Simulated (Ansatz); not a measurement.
`N[Si]Cl` + HCl → `Cl[Si]Cl` + NH₃ at 400 K and 1 bar (ligand exchange at the Si–N bond).

Calculated with Ansatz (gas phase, PBE0-D4/def2-TZVP geometries, no zero-point term in ΔE). CBS: def2 TZ/QZ extrapolation, frozen cores. One conformer a species, not always the lowest.

```
   species  CCSD(T)/CBS energy (Eh)  H − E (kJ/mol)  S (J/(mol·K))
 `N[Si]Cl`               -804.81294            93.2          301.3
       HCl               -460.38167            29.6          195.4
`Cl[Si]Cl`              -1208.69447            25.2          297.3
       NH₃                -56.50568           104.2          203.1
```

H − E and S are ideal-gas, rigid-rotor, harmonic terms from PBE0-D4/def2-TZVP, for one conformer and one mirror image of each species. 1 Eh = 2625.50 kJ/mol, R = 8.31446 J/(mol·K).

Problem. By hand: ΔE, ΔH, ΔS and ΔG.

Solution. ΔE = (-1208.69447) + (-56.50568) − (-804.81294) − (-460.38167) = -0.00554 Eh = -14.5 kJ/mol. Δ(H − E) = 25.2 + 104.2 − 93.2 − 29.6 = 6.6, so ΔH = -7.9 kJ/mol. ΔS = 297.3 + 203.1 − 301.3 − 195.4 = 3.7 J/(mol·K). ΔG = -7.9 − 400 × (3.7)/1000 = -9.4 kJ/mol.

Problem. By hand: the equilibrium constant, and the temperature at which ΔG would vanish if ΔH and ΔS stayed fixed.

Solution. log₁₀ K = −ΔG/(RT ln 10) = 1.2. ΔH and −TΔS have one sign here, so there is no such temperature.

The number of gas molecules stays the same, so ΔS is small and ΔH decides. A doubt of 5 kJ/mol in ΔE shifts log₁₀ K by 0.7 here. Other conformers and mirror images would add mixing entropy, several J/(mol·K) or more a flexible species. These are equilibria of isolated gas molecules and say nothing of rates. Largest T1 diagnostic: 0.013 (customary marks: 0.02 for closed shells, 0.045 for open ones).

ΔS is within the doubt of such terms, so its sign, and with it that verdict, could turn.
